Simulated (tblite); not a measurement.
Compound: CH5BO.
Numbering: `[BH2:1][O:2][CH3:3]` (hydrogens: H4, H5 on B1; H6, H7, H8 on C3)

Computed with GFN2-xTB (tblite), gas phase: Langevin dynamics at 400 K from the optimised GFN2-xTB geometry, time step 0.5 fs, friction 0.01 fs⁻¹, 2000 steps. The instantaneous temperature is 2·E(kin)/(3Nk) with all 3N coordinates.

| t (fs) | T (K) | E(pot) above start (eV) | B1–O2 (Å) | O2–C3 (Å) | B1–H4 (Å) |
| --- | --- | --- | --- | --- | --- |
| 0 | 312 | 0.000 | 1.320 | 1.404 | 1.182 |
| 25 | 199 | 0.137 | 1.312 | 1.403 | 1.195 |
| 50 | 265 | 0.270 | 1.293 | 1.418 | 1.256 |
| 75 | 287 | 0.232 | 1.301 | 1.392 | 1.252 |
| 100 | 207 | 0.350 | 1.309 | 1.359 | 1.204 |
| 125 | 399 | 0.260 | 1.323 | 1.426 | 1.138 |
| 150 | 287 | 0.361 | 1.289 | 1.390 | 1.160 |
| 175 | 318 | 0.205 | 1.288 | 1.386 | 1.168 |
| 200 | 206 | 0.286 | 1.309 | 1.444 | 1.193 |
| 225 | 322 | 0.326 | 1.332 | 1.435 | 1.241 |
| 250 | 420 | 0.311 | 1.301 | 1.371 | 1.222 |
| 275 | 229 | 0.402 | 1.312 | 1.447 | 1.185 |
| 300 | 291 | 0.380 | 1.331 | 1.457 | 1.206 |
| 325 | 351 | 0.267 | 1.294 | 1.374 | 1.149 |
| 350 | 439 | 0.275 | 1.310 | 1.439 | 1.146 |
| 375 | 355 | 0.275 | 1.311 | 1.459 | 1.181 |
| 400 | 526 | 0.373 | 1.291 | 1.453 | 1.174 |
| 425 | 476 | 0.522 | 1.249 | 1.421 | 1.194 |
| 450 | 317 | 0.533 | 1.290 | 1.508 | 1.171 |
| 475 | 510 | 0.238 | 1.280 | 1.445 | 1.207 |
| 500 | 501 | 0.463 | 1.285 | 1.410 | 1.206 |
| 525 | 592 | 0.321 | 1.319 | 1.405 | 1.235 |
| 550 | 536 | 0.389 | 1.281 | 1.442 | 1.243 |
| 575 | 316 | 0.403 | 1.303 | 1.438 | 1.214 |
| 600 | 462 | 0.416 | 1.301 | 1.418 | 1.197 |
| 625 | 416 | 0.403 | 1.283 | 1.379 | 1.164 |
| 650 | 308 | 0.551 | 1.274 | 1.414 | 1.202 |
| 675 | 561 | 0.513 | 1.277 | 1.441 | 1.221 |
| 700 | 582 | 0.372 | 1.255 | 1.413 | 1.204 |
| 725 | 559 | 0.428 | 1.311 | 1.459 | 1.160 |
| 750 | 394 | 0.297 | 1.292 | 1.415 | 1.144 |
| 775 | 255 | 0.338 | 1.324 | 1.415 | 1.094 |
| 800 | 401 | 0.339 | 1.350 | 1.445 | 1.137 |
| 825 | 465 | 0.261 | 1.363 | 1.427 | 1.215 |
| 850 | 501 | 0.307 | 1.350 | 1.356 | 1.265 |
| 875 | 378 | 0.350 | 1.352 | 1.392 | 1.233 |
| 900 | 434 | 0.192 | 1.345 | 1.397 | 1.191 |
| 925 | 312 | 0.204 | 1.334 | 1.465 | 1.151 |
| 950 | 327 | 0.205 | 1.305 | 1.451 | 1.141 |
| 975 | 265 | 0.295 | 1.296 | 1.361 | 1.144 |
| 1000 | 352 | 0.154 | 1.308 | 1.411 | 1.221 |

**Question.** From 500 fs on, how do temperature and potential energy compare with equipartition?

**Answer.** The mean temperature of these 21 frames is 425 K against the target 400 K, and the mean potential energy 0.34 eV against 18 × kT/2 = 0.31 eV for 18 classical harmonic modes. For 8 atoms in a canonical ensemble the temperature itself scatters by T·√(2/(3N)) = 115 K; here its standard deviation is 104 K. The whole run lasts only 10 friction times of 100 fs, so these averages carry a wide statistical error.

**Question.** What are the kinetic and total energies of the listed frame with the highest potential energy?

**Answer.** The one at 650 fs, 0.551 eV above the start. Its kinetic energy is 3NkT/2 = 0.319 eV at 308 K, so the sum is 0.87 eV; over the listed frames the sum runs from 0.32 to 1.09 eV, since the thermostat adds and removes energy.

**Question.** How much do the listed bonds fluctuate from 500 fs on?

**Answer.** 
| bond | at the start (Å) | mean (Å) | standard deviation (Å) |
| --- | --- | --- | --- |
| B1–O2 | 1.320 | 1.310 | 0.029 |
| O2–C3 | 1.404 | 1.417 | 0.029 |
| B1–H4 | 1.182 | 1.190 | 0.043 |

The motion is classical and holds no zero-point motion.

What follows is the cost of the whole dynamics run. The run took 4.2 s on one thread, Arm Neoverse V1 (aarch64), shared host, and the process peaked at 0.18 GiB of memory.
